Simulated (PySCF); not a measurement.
## Highest orbital energy against ionisation energy along the alkaline earths

Calculated with PySCF 2.14, no spin-orbit coupling. Each cell gives −ε(HOMO) / ΔSCF in eV; NIST values include spin-orbit coupling, (s) semi-empirical, (t) theoretical.

```json
{"species": "Be (aug-cc-pCVTZ-DK with one added diffuse shell each of s, p, d, f type, spin-free X2C)", "UHF": "8.417 / 8.044", "LDA": "5.599 / 9.027", "PBE": "5.610 / 9.001", "PBE0": "6.494 / 8.975", "r2SCAN": "5.743 / 8.793", "NIST (lowest levels)": "9.323"}
{"species": "Mg (aug-cc-pCVTZ-DK with one added diffuse shell each of s, p, d, f type, spin-free X2C)", "UHF": "6.896 / 6.616", "LDA": "4.780 / 7.730", "PBE": "4.704 / 7.622", "PBE0": "5.432 / 7.551", "r2SCAN": "4.821 / 7.382", "NIST (lowest levels)": "7.646"}
{"species": "Ca (aug-cc-pwCVTZ-X2C with one added diffuse shell each of s, p, d, f type, spin-free X2C)", "UHF": "5.341 / 5.137", "LDA": "3.864 / 6.240", "PBE": "3.764 / 6.093", "PBE0": "4.331 / 6.015", "r2SCAN": "3.828 / 5.827", "NIST (lowest levels)": "6.113"}
{"species": "Sr (aug-cc-pwCVTZ-X2C with one added diffuse shell each of s, p, d, f type, spin-free X2C)", "UHF": "4.931 / 4.744", "LDA": "3.640 / 5.870", "PBE": "3.524 / 5.700", "PBE0": "4.047 / 5.615", "r2SCAN": "3.580 / 5.426", "NIST (lowest levels)": "5.695"}
{"species": "Ba (aug-cc-pwCVTZ-X2C with one added diffuse shell each of s, p, d, f type, spin-free X2C)", "UHF": "4.438 / 4.271", "LDA": "3.344 / 5.376", "PBE": "3.226 / 5.204", "PBE0": "3.697 / 5.118", "r2SCAN": "3.262 / 4.925", "NIST (lowest levels)": "5.212"}
```

How far is −ε(HOMO) from ΔSCF on average for each method, and why?

UHF 0.24 eV; LDA -2.60 eV; PBE -2.56 eV; PBE0 -1.85 eV; r2SCAN -2.22 eV. Hartree-Fock orbital energies lack relaxation and so exceed the ΔSCF value; semilocal functionals have convex E(N) from self-interaction, so their HOMO lies far too high; exact exchange moves hybrids part of the way back.
